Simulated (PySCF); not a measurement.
Highest orbital energy against ionisation energy along the noble gases

Calculated with PySCF 2.14, no spin-orbit coupling. Each cell gives −ε(HOMO) / ΔSCF in eV; NIST values include spin-orbit coupling, (s) semi-empirical, (t) theoretical.

| species | UHF | LDA | PBE | PBE0 | r2SCAN | NIST (lowest levels) |
| --- | --- | --- | --- | --- | --- | --- |
| He (dyall-av2z, non-relativistic) | 24.977 / 23.446 | 15.522 / 24.301 | 15.763 / 24.465 | 18.220 / 24.446 | 16.537 / 24.619 | 24.587 |
| Ne (dyall-av2z, non-relativistic) | 23.151 / 19.712 | 13.562 / 22.225 | 13.354 / 21.704 | 16.005 / 21.495 | 13.993 / 21.538 | 21.565 |
| Ar (dyall-av2z, non-relativistic) | 16.116 / 14.677 | 10.436 / 16.074 | 10.308 / 15.788 | 12.007 / 15.805 | 10.763 / 15.874 | 15.760 |
| Kr (dyall-av2z, non-relativistic) | 14.313 / 13.223 | 9.475 / 14.460 | 9.331 / 14.160 | 10.828 / 14.217 | 9.753 / 14.312 | 14.000 |
| Xe (dyall-av2z, non-relativistic) | 12.480 / 11.626 | 8.470 / 12.742 | 8.326 / 12.460 | 9.615 / 12.535 | 8.689 / 12.585 | 12.130 |

Problem. How far is −ε(HOMO) from ΔSCF on average for each method, and why?

Solution. UHF 1.67 eV; LDA -6.47 eV; PBE -6.30 eV; PBE0 -4.36 eV; r2SCAN -5.84 eV. Hartree-Fock orbital energies lack relaxation and so exceed the ΔSCF value; semilocal functionals have convex E(N) from self-interaction, so their HOMO lies far too high; exact exchange moves hybrids part of the way back.
